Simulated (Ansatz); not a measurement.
**Si₂+ (quartet): the correlation ladder, cc-pVDZ**

Aim: climb from Hartree-Fock through coupled cluster and multireference methods for Si₂+ (quartet) at one geometry and basis, and see what each rung misses.

Program: Ansatz 0.2.0, Gaussian basis. Level of theory: cc-pVDZ, core rule «outside noble gas», up to 10 orbitals frozen. These are calculated values, not measurements.

Plan: UHF; CCSD(T) on ROHF; CCSD(T) on UHF; BCCD(T) on ROHF; CISD; CCSDT(Q) on ROHF; CCSDT(Q) on UHF; CISDTQ; CASSCF and MRCISD+Q, 7 electrons in 8 orbitals; CASSCF and NEVPT2, 7 electrons in 8 orbitals; Full CI.

5 further runs of the same task are left out: 2 that didn't finish, 3 set aside as unsound or not needed.

## (1) The system

The geometry is a PBE0/def2-TZVP stationary point (not a proven minimum).

2 atoms, charge 1, spin multiplicity 4.

Atoms are counted from 1 here; the program's logs count them from 0.

Bond lengths: Si1–Si2 2.273 Å.

## (2) UHF

Contents of in.yaml:

```yaml
crystal:
  periodic: [false, false, false]
  atoms:
    - {symbol: Si, position_ang: [0.000000, 0.000000, 0.000000]}
    - {symbol: Si, position_ang: [0.000000, 0.000000, 2.272600]}
basis:
  gaussian: {orbitals: cc-pVDZ}
total_charge: 1
magnetization: {spin_polarized: true, initial_magnetization: 3}
hamiltonian: {xc: hf}
output: {orbitals: {seedname: orbitals}}
```

Started as:

```bash
ansatz run in.yaml --threads 1 --pin off --events-out ev --progress --plain --max-ram 2393MiB
```

The runs that follow: CCSD(T) on ROHF; CCSD(T) on UHF; BCCD(T) on ROHF; CISD; CCSDT(Q) on ROHF; CCSDT(Q) on UHF; CISDTQ; CASSCF and MRCISD+Q, 7 electrons in 8 orbitals; CASSCF and NEVPT2, 7 electrons in 8 orbitals; Full CI.

**Question.** What will the summary of the whole plan be? Wanted: FCI below the RHF energy; RMP2 from FCI; UMP2 from FCI; RCCSD from FCI; RCCSD(T) from FCI; UCCSD(T) from FCI; RCCSDT(Q) from FCI; UCCSDT(Q) from FCI; NEVPT2 valence from FCI.

As calculated:

```
                         quantity                                                           value
         FCI below the RHF energy                                                      -4.2930 eV
                    RMP2 from FCI                                                   +103.6 kJ/mol
                    UMP2 from FCI                                                   +107.3 kJ/mol
                   RCCSD from FCI                                                    +27.6 kJ/mol
                RCCSD(T) from FCI                                                     +7.0 kJ/mol
                UCCSD(T) from FCI                                                     +6.9 kJ/mol
               RCCSDT(Q) from FCI                                                     +0.3 kJ/mol
               UCCSDT(Q) from FCI                                                     +0.3 kJ/mol
          NEVPT2 valence from FCI                                                    +55.9 kJ/mol
        MRCISD+Q valence from FCI                                                     -2.0 kJ/mol
levels within 1 kcal/mol (43 meV)  RCCSDT, UCCSDT, CISDTQ, RCCSDT(Q), UCCSDT(Q), MRCISD+Q valence
                    T1 diagnostic                                                           0.022
   effectively unpaired electrons                                                            3.11
```

RCCSD(T) lands +7.0 kJ/mol from the yardstick (1.7 % of the correlation energy). MRCISD+Q valence falls below full CI: the +Q correction isn't variational, and the cores differ from full CI's. One determinant dominates. Of the multireference levels listed MRCISD+Q valence comes nearest in total energy (-2.0 kJ/mol), which doesn't show that its space is the better one. These misses are within one basis, not against nature; the frozen cores of restricted and unrestricted runs differ, which can shift their rows.
